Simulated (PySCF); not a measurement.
Compound: C4H3OS (charge -1).
Structure used (PBE0-D3(BJ)/def2-SVP), in Å, numbered top down from 1:
```
atom  x, y, z in Å
O1     2.5708    0.6758   -0.1529
C2     1.3706    0.4231   -0.0901
C3     0.6261   -0.7668    0.0539
C4    -0.7844   -0.6131    0.0805
C5    -1.2427    0.6735   -0.0356
S6     0.0852    1.7943   -0.1882
H7     1.1455   -1.7246    0.1349
H8    -1.4657   -1.4651    0.1869
H9    -2.2783    1.0149   -0.0398
```

Computed with PySCF at PBE0/pcSseg-1, non-relativistic, on one gas-phase PBE0-D3(BJ)/def2-SVP geometry that isn't relaxed in the solvent. The solvent is an IEF-PCM continuum (van der Waals radii × 1.2). Specific hydrogen bonds and non-electrostatic terms are outside this model.

| run | E − E(gas) (kcal/mol) | HOMO (eV) | HOMO–LUMO gap (eV) |
| --- | --- | --- | --- |
| gas | 0.00 | 0.03 | 5.37 |
| P | -55.26 | -4.37 | 5.48 |
| Q | -45.12 | -3.60 | 5.45 |

Q: The runs were made in acetone and chloroform. Which run belongs to which solvent?

A: P = acetone, Q = chloroform. The dielectric constants are 4.711 (chloroform), 20.49 (acetone), and the energy falls further as ε rises. In this model the ground state sees the solvent through ε alone.

Q: How constant is the ratio of the lowering to 1 − 1/ε?

A: 
```
   solvent  1 − 1/ε  E − E(gas) (kcal/mol)  ratio (kcal/mol)  polarisation term (kcal/mol)
chloroform    0.788                 -45.12             -57.3                        -46.12
   acetone    0.951                 -55.26             -58.1                        -57.08
```

The ratio changes by +1.4 % in size from chloroform to acetone. The polarisation term is half the interaction of the solute with the induced surface charges.
